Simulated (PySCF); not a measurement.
Removal energies of Be from EOM-IP-GCCSD

Reference: closed-shell Be, [He] 2s2; one electron is removed. Calculated with PySCF 2.14, two-component X2C-1e with screened spin-orbit coupling, an even-tempered Gaussian basis (18 s from 0.019 bohr⁻², ratio 2.6; 11 p from 0.025 bohr⁻², ratio 2.6; 6 d from 0.17 bohr⁻², ratio 2.8; 5 f from 0.26 bohr⁻², ratio 2.8); frozen nothing; the 30 highest virtual spinors dropped; of the others 54 kept and the rest restored at second order. No Breit or QED terms. Binding energies in eV.

```json
{"level": "2s1/2", "Koopmans": "8.417", "second order": "8.980", "EOM-CCSD": "9.327", "NIST": "9.323"}
```

The screened spin-orbit operator tends to give fine-structure splittings of light species too large.
